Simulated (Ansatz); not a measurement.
**AlSiH₃ (triplet): wave-function methods side by side at distance Al1–H4 along a hydrogen transfer = 1.996 Å, cc-pVDZ**

An exercise on one series of results from a longer session: the logs are not shown, and one member is left open.

The runs use Ansatz 0.2.0, Gaussian basis; cc-pVDZ, core rule «outside noble gas», up to 10 orbitals frozen.

Plan: UHF; CCSD(T) on ROHF; CCSD(T) on UHF; BCCD(T) on ROHF; CISD; CCSDT(Q) on ROHF; CCSDT(Q) on UHF; CASSCF and MRCISD+Q, 4 electrons in 4 orbitals; CASSCF and NEVPT2, 4 electrons in 4 orbitals.

15 further runs of the same task are left out: 9 for a known fault of the program, 1 for a mislabelled method, 5 that didn't finish.

**The geometry**

The geometry derives from fragments relaxed apart (PBE0/def2-TZVP) and kept rigid, so it is no stationary point. A hydrogen atom is moved between rigid fragments.

5 atoms, charge 0, spin multiplicity 3.

Atoms are counted from 1 here; the program's logs count them from 0.

Bond lengths: Al1–H2 1.586 Å, Al1–H3 1.586 Å, H4–Si5 1.508 Å. Angles: H2–Al1–H3 120.0°.

The first run:

The input, in.yaml:

```yaml
crystal:
  periodic: [false, false, false]
  atoms:
    - {symbol: Al, position_ang: [-1.701214, 0.000000, 0.000000]}
    - {symbol: H, position_ang: [-2.494138, 1.373384, 0.000000]}
    - {symbol: H, position_ang: [-2.494138, -1.373384, 0.000000]}
    - {symbol: H, position_ang: [0.294786, 0.000000, 0.000000]}
    - {symbol: Si, position_ang: [1.802786, 0.000000, 0.000000]}
basis:
  gaussian: {orbitals: cc-pVDZ}
magnetization: {spin_polarized: true, initial_magnetization: 2}
hamiltonian: {xc: hf}
output: {orbitals: {seedname: orbitals}}
```

On the command line:

```bash
ansatz run in.yaml --threads 1 --pin off --events-out ev --progress --plain --max-ram 2393MiB
```

Steps of the session up to this table: UHF; CCSD(T) on ROHF; CCSD(T) on UHF; BCCD(T) on ROHF; CISD; CCSDT(Q) on ROHF; CCSDT(Q) on UHF; CASSCF and MRCISD+Q, 4 electrons in 4 orbitals; CASSCF and NEVPT2, 4 electrons in 4 orbitals.

One table of the session follows, with a row left open; its other results are not shown here.

```
       method  from UCCSDT(Q) (kJ/mol)
         ROHF                   +497.4
          UHF                   +483.0
         RMP2                   +125.1
         UMP2                   +127.4
         CISD                    +56.0
        RCCSD                    +18.2
        UCCSD                    +17.9
     RCCSD(T)                     +5.1
     UCCSD(T)                     +5.2
      BCCD(T)                     +5.2
       RCCSDT                     +1.0
       UCCSDT                        ?
    RCCSDT(Q)                     +0.2
    UCCSDT(Q)                        0
  CASSCF pair                   +458.1
  MRCISD pair                    +50.2
MRCISD+Q pair                     +2.9
```

**Question.** Estimate the row for UCCSDT.

As computed: from UCCSDT(Q) (kJ/mol): +0.9. In the column «from UCCSDT(Q) (kJ/mol)» it lies between RCCSDT(Q) (+0.2) and RCCSDT (+1.0).

Not comparable, so not listed: CASSCF and NEVPT2, 4 electrons in 4 orbitals (they don't share determinant, frozen orbitals or solution with the rows shown, or repeat one).

To keep in mind: Restricted and unrestricted rows rest on different reference determinants; where their highest levels disagree by more than a few hundredths of an eV, they describe different states and don't form one ladder. Warnings in the runs' records: passed over end.
